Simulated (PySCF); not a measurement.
## Ionisation energy of Ar by level of theory

Ar [Ar] (1S) → Ar⁺ [Ne] 3s2 3p5 (2P), as a difference of total energies. Computed with PySCF 2.14 in cc-pVTZ-DK, with scalar relativity by spin-free X2C-1e. Correlated levels: valence: [Ne] frozen. The calculations carry no spin-orbit coupling.

Problem. Order these methods by the ionisation energy they give, lowest first.
A. CCSD(T) (valence)
B. MP2 (valence)
C. M06-2X
D. UHF

Solution. D (14.556 eV), A (15.528 eV), B (15.664 eV), C (15.768 eV).

Errors of the correlated levels include the incompleteness of this basis and the frozen core.

For comparison: 15.819 eV (measured; NIST levels, between the centres of gravity of the two terms).
